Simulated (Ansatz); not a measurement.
These are B3LYP-D3(BJ)/def2-TZVP (Ansatz, an electronic-structure program) values and carry that method's errors. No frequencies were computed at this level.

Ansatz 0.2 input:
```yaml
crystal:
  periodic: [false, false, false]
  atoms:
    - { symbol: C, position_ang: [1.350441, -0.089855, -0.256208] }
    - { symbol: C, position_ang: [0.252052, -0.104287, 0.474456] }
    - { symbol: C, position_ang: [-1.12341, 0.120154, -0.058041] }
    - { symbol: H, position_ang: [1.321178, 0.091062, -1.318606] }
    - { symbol: H, position_ang: [2.324559, -0.257137, 0.171037] }
    - { symbol: H, position_ang: [0.310184, -0.288493, 1.539995] }
    - { symbol: H, position_ang: [-1.581232, 0.978443, 0.433494] }
    - { symbol: H, position_ang: [-1.10284, 0.297793, -1.130441] }
    - { symbol: H, position_ang: [-1.750932, -0.74768, 0.144314] }
basis:
  gaussian: { orbitals: def2-tzvp }
hamiltonian:
  xc: b3lyp
  dispersion: d3bj
relax:
  max_steps: 150
```

Output:

```
Functional definition: B3LYP
804 factors; their error is unknown
mean field evaluation 1: about -3200.7832 eV, gradient 6.1e1 eV
mean field evaluation 2: about -3196.3596 eV, gradient 7.2e1 eV
mean field evaluation 4: about -3209.7244 eV, gradient 5.8e0 eV
mean field evaluation 8: about -3209.8024 eV, gradient 4.7e-2 eV
mean field evaluation 16: about -3209.7839 eV, gradient 1.2e-5 eV
mean field -3209.78386078 eV, -117.9573812139 hartree, gradient 1.2e-5 eV, S^2 0.000000; 0 other end points of the search recorded, 0 dependent functions left out
reference -3209.78410304 eV, -117.9573901169 hartree; 12, 12 occupied and 117, 117 virtual orbitals, 804 factors
relax step   1: F+E_penalty+E_count = -3210.00404579 eV  Δ(F+E_penalty+E_count) = +0.000e0 eV  max|allowed force component| = 3.096e-1 eV/Å  Δτ_max = 0.0000 Å  (27 SCF iters, accepted)
these checks for a lower state are left out or cut short: starts, cluster_reference, orbital_swaps, neighbouring_geometries, increment
804 factors; their error is unknown
mean field -3209.79180542 eV, -117.9576731741 hartree, gradient 8.1e-6 eV, S^2 0.000000; 0 other end points of the search recorded, 0 dependent functions left out
reference -3209.79204839 eV, -117.9576821033 hartree; 12, 12 occupied and 117, 117 virtual orbitals, 804 factors
relax step   2: F+E_penalty+E_count = -3210.01125212 eV  Δ(F+E_penalty+E_count) = -7.206e-3 eV  max|allowed force component| = 1.430e-1 eV/Å  Δτ_max = 0.0139 Å  (31 SCF iters, accepted)
these checks for a lower state are left out or cut short: starts, cluster_reference, orbital_swaps, neighbouring_geometries, increment
804 factors; their error is unknown
mean field -3209.79281972 eV, -117.9577104490 hartree, gradient 7.9e-6 eV, S^2 0.000000; 0 other end points of the search recorded, 0 dependent functions left out
reference -3209.79306297 eV, -117.9577193881 hartree; 12, 12 occupied and 117, 117 virtual orbitals, 804 factors
relax step   3: F+E_penalty+E_count = -3210.01204753 eV  Δ(F+E_penalty+E_count) = -7.954e-4 eV  max|allowed force component| = 3.815e-2 eV/Å  Δτ_max = 0.0076 Å  (31 SCF iters, accepted)
these checks for a lower state are left out or cut short: starts, cluster_reference, orbital_swaps, neighbouring_geometries, increment
804 factors; their error is unknown
mean field evaluation 32: about -3209.8107 eV, gradient 4.7e-1 eV
mean field -3209.79286556 eV, -117.9577121335 hartree, gradient 7.9e-6 eV, S^2 0.000000; 0 other end points of the search recorded, 0 dependent functions left out
reference -3209.79310880 eV, -117.9577210726 hartree; 12, 12 occupied and 117, 117 virtual orbitals, 804 factors
relax step   4: F+E_penalty+E_count = -3210.01209121 eV  Δ(F+E_penalty+E_count) = -4.368e-5 eV  max|allowed force component| = 7.320e-3 eV/Å  Δτ_max = 0.0020 Å  (31 SCF iters, accepted)
804 factors; their error is unknown
mean field -3209.79286556 eV, -117.9577121335 hartree, gradient 7.9e-6 eV, S^2 0.000000; 1 other end points of the search recorded, 0 dependent functions left out
reference -3209.79310880 eV, -117.9577210726 hartree; 12, 12 occupied and 117, 117 virtual orbitals, 804 factors
Total energy: -3210.01233446 eV, -117.9657774668 hartree
Atom 0 at     1.361992    -0.090133    -0.257041 Å, force    -0.001873    -0.007320    -0.005561 eV/Å
Atom 1 at     0.253708    -0.103703     0.472223 Å, force    -0.007215     0.000658    -0.001999 eV/Å
Atom 2 at    -1.127938     0.120292    -0.055973 Å, force     0.003419     0.000245     0.001986 eV/Å
Atom 3 at     1.333753     0.090538    -1.326165 Å, force     0.002018     0.002628     0.004596 eV/Å
Atom 4 at     2.335662    -0.260829     0.184108 Å, force    -0.004583     0.003072     0.001892 eV/Å
Atom 5 at     0.330942    -0.290656     1.540381 Å, force     0.003048     0.001381    -0.001940 eV/Å
Atom 6 at    -1.599789     0.978416     0.431603 Å, force     0.001906    -0.001576    -0.000655 eV/Å
Atom 7 at    -1.119661     0.299903    -1.131940 Å, force     0.000532    -0.000254     0.001550 eV/Å
Atom 8 at    -1.768670    -0.743828     0.142805 Å, force     0.002748     0.001166     0.000129 eV/Å
Dipole moment:    -0.082039     0.004090     0.020974 e Å
```

Cost: around 12 core-seconds (rough).
